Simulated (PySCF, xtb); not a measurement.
Protons, H atoms and electrons added to or taken from C1CC1. Isolated molecules, 0 K electronic values unless said otherwise. Strings in code marks are SMILES.

Quantity: gas-phase deprotonation enthalpy at 298 K, in kcal/mol. Enthalpy corrections at 298 K come from GFN2-xTB frequencies (xtb). Levels without diffuse functions put anions too high.

Level: PBE/6-31G* // B3LYP-D3(BJ)/def2-TZVPD (PySCF).

```
species          E (Ha)  H(298 K) − E (Ha)
-----------  ----------  -----------------
`C1CC1`      -117.71885            0.08469
`[CH-]1CC1`  -117.02049            0.06727
H+                    0            0.00236
```

Q: Work out the gas-phase deprotonation enthalpy at 298 K.

A: H = E + (H − E) for each species, with 5/2 RT for the lone particle. The enthalpy of the separated products less that of the bound species is 0.68330 Ha, or 428.8 kcal/mol.
